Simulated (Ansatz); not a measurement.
Cartesian coordinates (Å):
```xyz
6

C     -0.4968    -0.0375    -0.0024
S      1.0993     0.8403    -0.0761
H     -0.6001    -0.7403    -0.8264
H     -0.6231    -0.5495     0.9492
H     -1.2670     0.7264    -0.0945
H      1.8876    -0.2395     0.0502
```
Charge 0, multiplicity 1.

Method: frozen-core CCSD(T)/cc-pVTZ // B3LYP-D3(BJ)/def2-TZVP in Ansatz (a program for electronic structure).

| Property | Value |
|---|---|
| HF energy | -437.75645 Ha |
| MP2 correlation energy | -0.36336 Ha |

Q: Estimate the CCSD correlation energy, the (T) correction, the total energy and the T1 diagnostic.

A: 
```yaml
CCSD correlation energy: -0.39695 Ha
"(T) correction": -0.01554 Ha
CCSD(T) total energy: -438.16894 Ha
T1 diagnostic: 0.009
```
